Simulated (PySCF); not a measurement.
System: acetic acid, C2H4O2 (charge 0, singlet). 
Geometry from a B3LYP-D3(BJ)/def2-TZVP (Ansatz) optimisation:
```
C
O 1 1.2025
O 1 1.3558 2 122.39
H 3 0.9701 1 106.86 2 -0.03
C 1 1.5012 2 126.08 3 -179.94
H 5 1.0858 1 109.58 2 -0.86
H 5 1.0907 6 110.18 1 120.98
H 5 1.0909 6 110.09 7 118.23
```

Dispersion corrections to the total energy (kcal/mol) from the dftd3 and dftd4 libraries through PySCF: D3(BJ) without and D4 with the three-body term, each with the damping fitted for the functional named.

| functional | D3(BJ) | D4 |
|---|---|---|
| LC-wPBE | -2.26 | … |
| BHLYP | -3.30 | -2.55 |
| PBE0 | -2.16 | -1.98 |
| r2SCAN | -0.68 | -0.58 |
| CAM-B3LYP | -1.81 | -1.95 |
| TPSSh | … | -2.97 |
| PBE | -2.62 | … |

Task: Some entries are withheld; supply them.

Result: 
- LC-wPBE, D4: -2.65
- TPSSh, D3(BJ): -2.89
- PBE, D4: -2.41
